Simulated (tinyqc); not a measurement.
Ways to converge the cycle: SCF convergence aids in the sto-3g basis, for HF, spin multiplicity 1. Computed by the program tinyqc with PySCF. 

Geometry (angstrom):
```
atom       x       y       z
F     0.0000  0.0000  0.0000
H     0.0000  0.0000  0.9700
```

lowest restricted solution found by these runs and by PySCF = -98.572581 hartree

RHF with one setting changed at a time; a run stops when the energy changes by less than 1e-09 hartree and the error matrix is below 1e-5. The start is the Wolfsberg-Helmholz matrix. Damping d keeps d of the old density; a shift (hartree) raises the virtual levels; DIIS n extrapolates F over n matrices.

Largest element of the error matrix X^T (FDS - SDF) X:
```
iteration    plain  damping 0.3  damping 0.6  shift 0.4   DIIS 3   DIIS 8
1          4.9e-01      4.9e-01      4.9e-01    4.9e-01  4.9e-01  4.9e-01
2          1.2e-01      2.1e-01      3.1e-01    2.3e-01  1.2e-01  1.2e-01
3          3.0e-02      9.8e-02      2.1e-01    9.7e-02  1.8e-02  1.8e-02
4          7.6e-03      4.5e-02      1.5e-01    3.6e-02  1.8e-03  1.8e-03
5          1.8e-03      2.1e-02      1.0e-01    1.4e-02  4.1e-05  5.3e-05
6          4.1e-04      1.0e-02      7.1e-02    5.5e-03  5.4e-07  3.2e-06
8          2.1e-05      2.3e-03      3.3e-02    8.2e-04        -        -
10               -      5.1e-04      1.6e-02    1.2e-04        -        -
14               -      2.3e-05      3.8e-03          -        -        -
20               -            -      4.5e-04          -        -        -
30               -            -      1.2e-05          -        -        -
```

How each run ends:
```
run          iterations  E (hartree)         state
plain                 9   -98.572581  lowest found
damping 0.3          19   -98.572581  lowest found
damping 0.6          40   -98.572581  lowest found
shift 0.4            13   -98.572581  lowest found
DIIS 3                7   -98.572581  lowest found
DIIS 8                7   -98.572581  lowest found
```

6 of 6 runs reach the lowest restricted solution found, in 7 to 40 iterations (fastest: DIIS 3, DIIS 8). Plain steps already contract here, so damping only slows them. DIIS 3 and DIIS 8 gain by cancelling the error over several earlier matrices, much as a quasi-Newton step does.
